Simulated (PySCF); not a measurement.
AlH⁻, doublet: vertical spin and charge gaps

Geometry (PBE0/def2-TZVPD stationary point for this spin):

```xyz
2

Al    0.0000    0.0000    0.0000
H     0.0000    0.0000    1.7061
```

Basis aug-cc-pVDZ; PySCF 2.14.0. Correlated methods freeze the noble-gas cores. Prefix R: restricted or restricted open-shell reference.

Gaps are energies of the second state less the first, at fixed atoms, for a selection of the levels run; mean-field and cluster levels share one orbital occupation for each state, and full CI takes the lowest of the symmetries tried.

Removing an electron, to the singlet: 0.129 eV at full CI (doublet B2, singlet ion A1, in C2v).

```
   level  gap (eV)  error (meV)
     RHF    -0.220         -349
    RMP2     0.073          -56
   RCCSD     0.080          -49
RCCSD(T)     0.116          -13
  RCCSDT     0.127           -2
```

Wrong sign: RHF.

Full CI is exact within this basis and frozen core; it isn't the basis-set limit.
